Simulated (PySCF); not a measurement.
**Working out the electron affinity of O**

O- [He] 2s2 2p5 (2P) → O [He] 2s2 2p4 (3P). Computed with PySCF 2.14 in aug-cc-pVQZ with one added diffuse shell each of s, p, d, f, g type (7s6p5d4f3g, 105 functions), with no relativity, point nucleus. Frozen: 1s2. Energies in hartree (1 hartree = 27.21139 eV):

```json
{"part": "UHF", "O- (lower)": "-74.796655", "O (upper)": "-74.817632"}
{"part": "MP2 opposite-spin", "O- (lower)": "-0.178897", "O (upper)": "-0.121184"}
{"part": "MP2 same-spin", "O- (lower)": "-0.056478", "O (upper)": "-0.037989"}
```

**Question.** What does Hartree-Fock give?

**Answer.** (-74.817632) − (-74.796655) = -0.020977 hartree = -0.571 eV.

**Question.** What do MP2 and SCS-MP2 (6/5 opposite-spin, 1/3 same-spin) give?

**Answer.** The opposite-spin parts differ by 1.570 eV and the same-spin parts by 0.503 eV. MP2: -0.571 + (1.570) + (0.503) = 1.502 eV. SCS-MP2: -0.571 + 1.2 × (1.570) + (0.503)/3 = 1.481 eV.

A first-order spin-orbit estimate adds -0.001 eV to MP2 (valence), giving 1.501 eV against 1.461 eV (measured; photodetachment measurements, as compiled on the Wikipedia data page of electron affinities).

What remains against the reference includes basis incompleteness, the frozen core and correlation beyond second order.
